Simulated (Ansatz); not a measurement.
Relaxation of C3H4Cl2 (9 atoms, charge 0, multiplicity 1), to a largest force component of 0.015 eV/Å in at most 40 steps.

Computed with Ansatz, RKS PBE/def2-SVP.

```xyz
9
Properties=species:S:1:pos:R:3
C -0.215 -1.060 -0.516
C 0.480 0.154 0.025
Cl 2.169 0.087 -0.240
C 0.051 1.223 0.666
Cl -1.681 1.453 0.994
H -1.343 -0.935 -0.360
H -0.081 -1.089 -1.605
H 0.123 -1.927 -0.069
H 0.585 2.047 1.088
```

Q: Where does it end, and by what steps?

A: It converged. After 6 steps the energy has fallen by 0.311 eV; Cl3 moved furthest, 0.07 Å.

| step | energy less start (eV) | largest force component (eV/Å) | accepted |
| --- | --- | --- | --- |
| 0 | 0.0000 | 3.359 | yes |
| 1 | -0.2540 | 1.388 | yes |
| 2 | -0.3035 | 0.342 | yes |
| 3 | -0.3070 | 0.242 | yes |
| 4 | -0.3104 | 0.078 | yes |
| 5 | -0.3106 | 0.016 | yes |
| 6 | -0.3107 | 0.013 | yes |

```xyz
9
Properties=species:S:1:pos:R:3
C -0.250 -1.018 -0.529
C 0.495 0.152 0.024
Cl 2.234 0.111 -0.215
C -0.008 1.222 0.678
Cl -1.703 1.427 1.002
H -1.333 -0.911 -0.335
H -0.083 -1.105 -1.622
H 0.110 -1.962 -0.068
H 0.627 2.038 1.049
```

Whether the end is a true minimum wasn't checked by a vibrational analysis.

Run time: 15 s on 2 threads of Intel(R) Xeon(R) Platinum 8259CL CPU @ 2.50GHz (Skylake/Cascade Lake), with other jobs on the host, peak memory 0.15 GiB.
